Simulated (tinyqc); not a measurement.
RHF in the sto-3g basis, for CH3+, spin multiplicity 1, step by step. One step of it, computed by the program tinyqc.

Problem. Iteration 21 (converged): orbitals. Diagonalise F' = X^T F X, C = X C', fill 4 alpha and 4 beta electrons from the bottom; D = 2 C_occ C_occ^T. Each column has its largest component positive (the first on a tie).

converged F (hartree), order 1C 1s, 1C 2s, 1C 2px, 1C 2py, 1C 2pz, 2H 1s, 3H 1s, 4H 1s:
$$\begin{pmatrix}
-11.577814 & -3.097217 & -0.000014 & 0.000000 & -0.000943 & -0.700165 & -0.699144 & -0.699144 \\
-3.097217 & -1.926632 & -0.000186 & 0.000000 & 0.024186 & -0.856550 & -0.855808 & -0.855808 \\
-0.000014 & -0.000186 & -0.751608 & 0.000000 & 0.000033 & -0.604765 & 0.302064 & 0.302064 \\
0.000000 & 0.000000 & 0.000000 & -0.751557 & 0.000000 & 0.000000 & -0.523583 & 0.523583 \\
-0.000943 & 0.024186 & 0.000033 & 0.000000 & -0.228667 & 0.031971 & 0.031925 & 0.031925 \\
-0.700165 & -0.856550 & -0.604765 & 0.000000 & 0.031971 & -0.764951 & -0.234496 & -0.234496 \\
-0.699144 & -0.855808 & 0.302064 & -0.523583 & 0.031925 & -0.234496 & -0.764344 & -0.234089 \\
-0.699144 & -0.855808 & 0.302064 & 0.523583 & 0.031925 & -0.234496 & -0.234089 & -0.764344
\end{pmatrix}$$

X, order 1C 1s, 1C 2s, 1C 2px, 1C 2py, 1C 2pz, 2H 1s, 3H 1s, 4H 1s:
$$\begin{pmatrix}
1.028226 & -0.163500 & -0.000019 & 0.000000 & 0.002017 & 0.024985 & 0.024972 & 0.024972 \\
-0.163500 & 1.374335 & 0.000285 & 0.000000 & -0.020694 & -0.311505 & -0.311064 & -0.311064 \\
-0.000019 & 0.000285 & 1.169992 & 0.000000 & -0.000019 & -0.320788 & 0.160147 & 0.160147 \\
0.000000 & 0.000000 & 0.000000 & 1.169938 & 0.000000 & 0.000000 & -0.277582 & 0.277582 \\
0.002017 & -0.020694 & -0.000019 & 0.000000 & 1.001223 & 0.018483 & 0.018451 & 0.018451 \\
0.024985 & -0.311505 & -0.320788 & 0.000000 & 0.018483 & 1.231167 & -0.027965 & -0.027965 \\
0.024972 & -0.311064 & 0.160147 & -0.277582 & 0.018451 & -0.027965 & 1.230727 & -0.027963 \\
0.024972 & -0.311064 & 0.160147 & 0.277582 & 0.018451 & -0.027965 & -0.027963 & 1.230727
\end{pmatrix}$$

Give: F' = X^T F X; orbital energies; coefficients C; D after iteration 21.

Solution.

F' = X^T F X (hartree):
$$\begin{pmatrix}
-11.340 & -1.590 & 0.000 & 0.000 & 0.001 & -0.090 & -0.090 & -0.090 \\
-1.590 & -0.932 & 0.000 & 0.000 & -0.005 & -0.423 & -0.422 & -0.422 \\
0.000 & 0.000 & -0.430 & 0.000 & 0.000 & -0.488 & 0.244 & 0.244 \\
0.000 & 0.000 & 0.000 & -0.430 & 0.000 & 0.000 & -0.422 & 0.422 \\
0.001 & -0.005 & 0.000 & 0.000 & -0.227 & 0.023 & 0.023 & 0.023 \\
-0.090 & -0.423 & -0.488 & 0.000 & 0.023 & -0.276 & -0.052 & -0.052 \\
-0.090 & -0.422 & 0.244 & -0.422 & 0.023 & -0.052 & -0.277 & -0.052 \\
-0.090 & -0.422 & 0.244 & 0.422 & 0.023 & -0.052 & -0.052 & -0.277
\end{pmatrix}$$

orbital energies (hartree): MO1 -11.584, MO2 -1.254, MO3 -0.933, MO4 -0.933, MO5 -0.229, MO6 0.186, MO7 0.279, MO8 0.279

coefficients C, order 1C 1s, 1C 2s, 1C 2px, 1C 2py, 1C 2pz, 2H 1s, 3H 1s, 4H 1s:
$$\begin{pmatrix}
0.993 & -0.234 & 0.000 & 0.000 & -0.020 & -0.211 & 0.000 & -0.001 \\
0.031 & 0.744 & -0.001 & 0.000 & 0.099 & 1.281 & 0.000 & 0.006 \\
0.000 & 0.000 & 0.642 & 0.000 & 0.000 & -0.004 & 0.000 & 1.054 \\
0.000 & 0.000 & 0.000 & 0.642 & 0.000 & 0.000 & 1.054 & 0.000 \\
0.000 & -0.016 & 0.000 & 0.000 & 0.995 & -0.119 & 0.000 & -0.001 \\
-0.006 & 0.180 & 0.417 & 0.000 & -0.037 & -0.720 & 0.000 & -0.996 \\
-0.006 & 0.180 & -0.209 & 0.361 & -0.037 & -0.726 & -0.860 & 0.493 \\
-0.006 & 0.180 & -0.209 & -0.361 & -0.037 & -0.726 & 0.860 & 0.493
\end{pmatrix}$$

D after iteration 21, order 1C 1s, 1C 2s, 1C 2px, 1C 2py, 1C 2pz, 2H 1s, 3H 1s, 4H 1s:
$$\begin{pmatrix}
2.082 & -0.287 & 0.000 & 0.000 & 0.007 & -0.096 & -0.096 & -0.096 \\
-0.287 & 1.110 & 0.000 & 0.000 & -0.024 & 0.267 & 0.267 & 0.267 \\
0.000 & 0.000 & 0.824 & 0.000 & 0.000 & 0.535 & -0.268 & -0.268 \\
0.000 & 0.000 & 0.000 & 0.824 & 0.000 & 0.000 & 0.464 & -0.464 \\
0.007 & -0.024 & 0.000 & 0.000 & 0.001 & -0.006 & -0.006 & -0.006 \\
-0.096 & 0.267 & 0.535 & 0.000 & -0.006 & 0.412 & -0.109 & -0.109 \\
-0.096 & 0.267 & -0.268 & 0.464 & -0.006 & -0.109 & 0.412 & -0.109 \\
-0.096 & 0.267 & -0.268 & -0.464 & -0.006 & -0.109 & -0.109 & 0.412
\end{pmatrix}$$
